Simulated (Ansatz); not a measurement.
Ideal-gas functions of `[CH2][O]` (triplet) at 298.15 K and 1 bar, from an Ansatz frequency run at PBE0-D4/def2-TZVP.

Molar mass 30.03 g/mol, point group Cs (symmetry number 1), electronic degeneracy 3, moments of inertia 1.955, 14.497, 15.981 u Å². Harmonic wavenumbers (cm⁻¹, unscaled): 744, 863, 1289, 1314, 2965, 3065.

Use S(trans) = R[1.5 ln M + 2.5 ln T − 1.1517]; rotational temperatures θ = 24.2544 K / I; S(rot) = R[ln(√π/σ · √(T³/θAθBθC)) + 1.5]; for each mode x = 1.438777 ν̃/T, S = R[x/(eˣ − 1) − ln(1 − e⁻ˣ)] and H = RT x/(eˣ − 1); 1 cm⁻¹ = 0.0119627 kJ/mol; R = 8.31446 J/(mol·K).

Q: By hand: the entropy, in J/(mol·K).

A: Translation 151.3. Rotation: θ = 12.4063, 1.6731, 1.5177 K, giving 73.9. Vibration, mode by mode: 1.08, 0.68, 0.12, 0.11, 0.00, 0.00, in all 2.0. Electronic 9.1. Sum 236.3 J/(mol·K).

Q: By hand: H − E and G − E in kJ/mol, counted from the electronic energy.

A: Zero-point energy ½ × 10240 × 0.0119627 = 61.2; thermal vibration 0.5; translation, rotation and pV give 4 RT = 9.9. H − E = 71.6 kJ/mol, and G − E = 71.6 − 298.15 × 236.3/1000 = 1.1 kJ/mol.

Vibration gives 1 % of the entropy; all modes have x over 3 and are hardly excited.
